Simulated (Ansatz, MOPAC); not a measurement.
System: CN, charge -1, multiplicity 1. SMILES of the parent species: [C]#N

Atoms: C1, N2. Bonds: C1-N2.

Bond lengths (Å) and angles (degrees) optimised at AM1 with MOPAC; HF/STO-3G with Ansatz (a program for electronic structure); B3LYP/LANL2DZ with Ansatz; B3LYP/6-31G* with Ansatz, each started from the B3LYP-D3(BJ)/def2-TZVP structure (Ansatz) of the last column. A row stands for all coordinates that are equal there. 6-31G* holds six Cartesian d functions.

```json
[
 {"coordinate": "C1-N2", "AM1": "1.179", "HF/STO-3G": "1.162", "B3LYP/LANL2DZ": "1.211", "B3LYP/6-31G*": "1.184", "B3LYP-D3(BJ)/def2-TZVP": "1.170"}
]
```

Mean signed difference of all 1 bond lengths from B3LYP-D3(BJ)/def2-TZVP: AM1 0.009 Å, HF/STO-3G -0.008 Å, B3LYP/LANL2DZ 0.041 Å, B3LYP/6-31G* 0.014 Å.
